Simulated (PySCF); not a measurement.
Molfile (atoms numbered from 1):
```
C2H3FO
     RDKit          3D

  7  6  0  0  0  0  0  0  0  0999 V2000
   -0.6385   -0.0712   -0.1213 C   0  0  0  0  0  0  0  0  0  0  0  0
    0.8356   -0.0390    0.1041 C   0  0  0  0  0  0  0  0  0  0  0  0
    1.6403   -0.8657   -0.1543 O   0  0  0  0  0  0  0  0  0  0  0  0
    1.2071    1.1257    0.6632 F   0  0  0  0  0  0  0  0  0  0  0  0
   -1.1682    0.2082    0.8002 H   0  0  0  0  0  0  0  0  0  0  0  0
   -0.9443   -1.0677   -0.4577 H   0  0  0  0  0  0  0  0  0  0  0  0
   -0.9003    0.6758   -0.8862 H   0  0  0  0  0  0  0  0  0  0  0  0
  1  2  1  0
  2  3  2  0
  2  4  1  0
  1  5  1  0
  1  6  1  0
  1  7  1  0
M  END
```

Geometry: PBE0-D3(BJ)/def2-SVP; GIAO shifts from PySCF 2.14, gas phase, non-relativistic, averaged over equivalent atoms.

At PBE0/cc-pVTZ (162 basis functions, 7 s wall time on 1 thread of an Arm Neoverse V2, shared host):
```tsv
atoms	δ (ppm)
C2	166.1
C1	18.5
O3	448.5
F4	51.7
H5/H6/H7	2.00
```

Scale: ¹³C (σref 187.29) and ¹H (σref 31.29) against TMS; H2O for ¹⁷O (σref 334.84); ¹⁹F (σref 182.60) vs CFCl3 (reference shieldings calculated alike).

Task: Predict the values at PBE0/IGLO-III on the same geometry.

Result: 
```tsv
atoms	δ at PBE0/IGLO-III	change
C2	170.0	+3.9
C1	19.3	+0.8
O3	450.4	+1.9
F4	50.1	-1.6
H5/H6/H7	2.07	+0.07
```

Scale: ¹³C (σref 183.78) and ¹H (σref 31.37) against TMS; ¹⁷O (σref 327.19) against H2O; ¹⁹F (σref 174.63) vs CFCl3 (reference shieldings calculated alike).

The largest change is at C2 (carbonyl carbon). Cost: 170 basis functions, 7 s wall time on 1 thread of an Arm Neoverse V2, shared host.

Unscaled 19F shifts against computed CFCl3 carry errors that often reach 10 to 50 ppm. Unscaled 17O shifts of doubly bonded oxygen tend to come out too high, by tens of ppm or more. Experimental scales use liquid or dissolved standards, which lie at an offset from isolated H2O (liquid H2O: subtract about 36 ppm).
